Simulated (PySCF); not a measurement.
All values below come from B3LYP-D3(BJ)/def2-TZVP // BP86-D3(BJ)/def2-SVP in PySCF. Gas-phase values, no solvent. B3LYP has the VWN-RPA correlation part, as in Gaussian. 

Reference species (SMILES): `N` (neutral, multiplicity 1).

```yaml
dipole_moment: 1.83 D
HOMO: -7.52 eV
```

Changed species: `CC#N` (free base CH3CN; the reference has free base NH3).

**Question.** What does the change do to the dipole moment and HOMO?

**Answer.** the dipole moment increases by 2.20 D, to 4.03 D; the HOMO falls by 1.60 eV, to -9.12 eV.
